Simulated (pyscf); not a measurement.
## Insertion: HO–P(OH)–OH + silylene (SiH₂) [singlet] -> HO–SiH₂–P(OH)–OH

Gas phase, singlet surface, charge 0. Bonds broken: O1–P2. Bonds formed: O1–Si8, P2–Si8. Structures and frequencies: ωB97X-D3(BJ)/def2-SVP in PySCF.

Transition state (Å):

```xyz
10

O      0.4427    -0.6317    -0.6375
P      1.3314     0.9586     0.4329
O      2.7110     0.0662     0.4018
O      1.1366     0.7172     2.0563
H      0.7119    -0.8918    -1.5286
H      2.7375    -0.6140     1.0929
H      0.2373     0.9674     2.3101
Si    -1.0071     0.3237    -0.2167
H     -2.0682    -0.7064     0.0683
H     -1.4379     0.9452    -1.5191
```

One imaginary mode, 336i cm⁻¹; descent along it reached the two sides named, in the forms told below.

| bond | change | reactant side (Å) | saddle | product side |
|---|---|---|---|---|
| O1–P2 | breaks | 1.774 | 2.113 | 3.0 |
| O1–Si8 | forms | 1.969 | 1.787 | 1.696 |
| P2–Si8 | forms | 3.2 | 2.509 | 2.273 |

Electronic energies relative to the separated reactants (kcal/mol):

```
level                   barrier  reaction energy  reverse barrier
----------------------  -------  ---------------  ---------------
ωB97X-D3(BJ)/def2-TZVP     -9.3            -65.0             55.7
PBE/def2-TZVP             -15.1            -59.2             44.1
r²SCAN/def2-TZVP          -14.8            -63.4             48.5
B3LYP-D3(BJ)/def2-TZVP     -8.8            -58.9             50.1
PBE0-D3(BJ)/def2-TZVP     -12.4            -62.3             49.8
M06-2X/def2-TZVP           -6.2            -58.2             52.1
ωB97M-D3(BJ)/def2-TZVP     -4.8            -56.1             51.2
HF/def2-TZVP               14.4            -51.0             65.4
```

With ωB97M-D3(BJ)/def2-TZVP energies and thermal terms (ideal gas, 1 atm, RRHO with modes under 100 cm⁻¹ raised to 100, one conformer, R ln 2 for chiral ones without a mode under 150 cm⁻¹), in kcal/mol:

```tsv
T (K)	ΔH‡	ΔG‡	ΔH	ΔG
298	-3.1	9.3	-52.5	-40.5
600	-3.0	21.8	-52.2	-28.3
900	-2.6	34.1	-51.4	-16.6
1200	-2.1	46.2	-50.4	-5.1
```

On the reactant side the descent ends in an adduct with a O–Si contact (not fully relaxed), 25.4 kcal/mol under the separated species and 16.0 kcal/mol under the saddle at ωB97X-D3(BJ)/def2-TZVP. At ωB97X-D3(BJ)/def2-TZVP, PBE, r²SCAN, B3LYP-D3(BJ), PBE0-D3(BJ), M06-2X, ωB97M-D3(BJ) the saddle lies under the separated reactants, which points to a path from their complex (located at ωB97X-D3(BJ) alone). What is counted as formed (O–Si) is already present as a longer contact in the reactant adduct; forming that adduct is a step of its own. HO–SiH₂–P(OH)–OH lies 21.5 kcal/mol over its isomer HO–P(OH)–O–SiH₃ (electronic energy, ωB97M-D3(BJ)/def2-TZVP). This is the saddle that the search found; another between the same sides may lie lower.
